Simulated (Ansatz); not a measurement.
**C3H3N: basis-set convergence**

The task here is to estimate one member of a computed series from the others.

Computed with Ansatz 0.2.0, Gaussian basis. Level: one geometry, several basis sets.

The runs, in order: PBE0-D4/def2-SVP; ωB97M-V/def2-SVP; PBE0-D4/def2-QZVPP; ωB97M-V/def2-QZVPP; the functionals' def2-TZVPP values are taken from earlier runs.

### The relaxed structure

An earlier PBE0-D4 in a triple-zeta def2 set relaxation fixed the geometry.

SMILES `C=CC#N`, 7 atoms, charge 0, spin multiplicity 1.

Atoms are counted from 1 here; the program's logs count them from 0.

Bond lengths: C1–C2 1.329 Å, C1–H5 1.083 Å, C1–H6 1.083 Å, C2–C3 1.423 Å, C2–H7 1.085 Å, C3–N4 1.152 Å. Angles: C2–C1–H5 121.6°, C2–C1–H6 120.6°, H5–C1–H6 117.8°, C1–C2–C3 122.7°, C1–C2–H7 121.5°, C3–C2–H7 115.8°, C2–C3–N4 178.9°.

Set-up of the first run:

Contents of in.yaml:

```yaml
crystal:
  periodic: [false, false, false]
  atoms:
    - {symbol: C, position_ang: [-0.532304, 0.819550, -0.356884]}
    - {symbol: C, position_ang: [0.380810, 0.095684, 0.282660]}
    - {symbol: C, position_ang: [0.422390, -1.325437, 0.212475]}
    - {symbol: N, position_ang: [0.473428, -2.475338, 0.168860]}
    - {symbol: H, position_ang: [-1.296075, 0.356483, -0.969477]}
    - {symbol: H, position_ang: [-0.532226, 1.899447, -0.279046]}
    - {symbol: H, position_ang: [1.145177, 0.561509, 0.895711]}
basis:
  gaussian: {orbitals: def2-SVP}
hamiltonian: {xc: pbe0, dispersion: d4}
output: {orbitals: {seedname: orbitals}}
```

Run with:

```
$ ansatz run in.yaml --threads 4 --pin off --events-out ev --progress --plain --max-ram 10444MiB
```

Among the steps run: PBE0-D4 in def2-SVP; ωB97M-V in def2-SVP; PBE0-D4 in def2-QZVPP; ωB97M-V in def2-QZVPP.

One table of the session follows, with a row left open; its other results are not shown here.

It belongs to the step «Density functionals: the series». 

| functional | basis | HOMO (eV) |
| --- | --- | --- |
| PBE0-D4 | def2-SVP | -8.40 |
| PBE0-D4 | def2-TZVPP | -8.47 |
| PBE0-D4 | def2-QZVPP | -8.49 |
| ωB97M-V | def2-SVP | -10.55 |
| ωB97M-V | def2-TZVPP | -10.64 |
| ωB97M-V | def2-QZVPP | ? |

Q: Estimate the row for ωB97M-V, def2-QZVPP from the others.

The run gave: HOMO (eV): -10.65. In the column «HOMO (eV)» it is the lowest.
